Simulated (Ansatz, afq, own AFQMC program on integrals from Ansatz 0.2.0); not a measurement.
GeH4Cl, doublet in cc-pVTZ, levels against AFQMC with the constraint released

```xyz
6

Ge   -1.0550    0.0000    0.0000
H    -1.5664    1.4466    0.0000
H    -1.5664   -0.7233    1.2528
H    -1.5664   -0.7233   -1.2528
H     0.9190    0.0000    0.0000
Cl    2.2690    0.0000    0.0000
```

Connectivity, by distances: GeH3 ··· Cl, 1 bridging H.

Basis cc-pVTZ. Noble-gas cores (and the filled d shells of Ga–Kr and In–Xe) are frozen. Ansatz 0.2.0 and our own AFQMC program on the same integrals; the CISD trial comes from CCSD amplitudes, and released means the phaseless constraint is let go. ± is one standard error of the sampling. No spin–orbit coupling.

Determinant: UHF, the one that the program's search chose, which needn't be the lowest solution. The geometry is a point of a scan.

No full CI on the walks' own integrals is used here. The released AFQMC energy serves as the reference, which it does only where one determinant dominates, the energy is flat over the last release times and near the phaseless one (40 meV or 2 meV an electron, half that with transition metals). On small molecules, where full CI could be run and the noise was under 10 meV, such values lay within 10 meV of it in 19 cases of 20, a flattering rate, since the rule was set on those same cases; what remains of the bias isn't in the error bar.

Cautions: no relativity below Rb; no spin-orbit coupling; inner d shell frozen; the released value is read at 1.50 1/Eh (meV from the phaseless value at times in 1/Eh: -1 ± 6 at 0.24, -2 ± 5 at 0.51, -12 ± 8 at 0.99, -1 ± 8 at 1.50).

The T1 diagnostic is 0.0111, the weight of the determinant in the CISD state is 0.851 and the ⟨S²⟩ of the determinant is 0.763. The size of the correlated space is 15 electrons in 114 orbitals.

```csv
level,correlation energy (eV)
MP2,-8.8522
CCSD,-10.0341
CCSD(T),-10.3713
```

Estimate where phaseless AFQMC with a CISD trial lies against CCSD(T) on the same integrals.

3.9 ± 0.6 kJ/mol below CCSD(T).

Reference: AFQMC with the constraint released, correlation energy -10.412 ± 0.008 eV.

```
        level  E − E(reference) (kJ/mol)  share of correlation (%)
      CCSD(T)                  4.0 ± 0.7                     99.60
  ph-AFQMC/HF                 -1.8 ± 3.1                    100.18
ph-AFQMC/CISD                  0.1 ± 0.9                     99.99
```

A walk keeps the symmetry of its determinant, which the program's search chose and which needn't be the lowest solution, so a lower state of the same spin and another symmetry isn't excluded. Released energies are given only where the last usable release times agree within the noise; a slower fall can still hide under it.
